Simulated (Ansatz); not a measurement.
Consider the atomization: `C=C=C=N` → 3 C• + 3 H• + N•.

Program: Ansatz. Geometries: PBE0-D4/def2-TZVP. ΔE: electronic, gas phase. CCSD(T)/CBS adds triple-zeta CCSD(T) − MP2 to the extrapolated MP2 energy (def2 sets, frozen cores). This one scheme is used for every species, atoms too. Functionals use def2-TZVPP. No spin–orbit coupling; open shells (•) take unrestricted orbitals. Spin–orbit coupling would lower the free atoms: a little for C. One conformer a species, not always the lowest.

| species | ωB97X-V energy (Eh) |
| --- | --- |
| `C=C=C=N` | -170.77824 |
| C• | -37.84659 |
| H• | -0.50049 |
| N• | -54.58629 |

Problem. Work out ΔE.

Solution. ΔE = 3 × (-37.84659) + 3 × (-0.50049) + (-54.58629) − (-170.77824) = 1.15071 Eh = +31.31 eV. CCSD(T)/CBS gives +31.21 eV.

Largest T1 diagnostic among the species: 0.016.

From r2SCAN to r2SCAN0 (25 % exact exchange), in def2-TZVPP and without D4, ΔE moves by −0.92 eV: exact exchange takes away binding that semilocal exchange gives to molecules. The D4 term adds +0.16 eV with B3LYP and +0.08 eV with PBE0; it sums over pairs of atoms, weighted by their polarisabilities, and B3LYP, whose exchange is more repulsive, gets the larger term. Leaving LDA and LC-ωPBE aside and taking each functional with its dispersion term where it has one, the values, not all of them listed here, spread over 3.03 eV, from BHLYP-D4 to PBE-D4. LDA lies +3.99 eV from PBE without D4, its usual overbinding.

B3LYP here is the variant with VWN-RPA as its local correlation; programs differ in this.

For atomizations the MP2-based limit and the directly extrapolated one differ by several kJ/mol either way, and by 10 to 25 for some Ge, Se and Sn compounds, so smaller differences from it don't rank the levels.
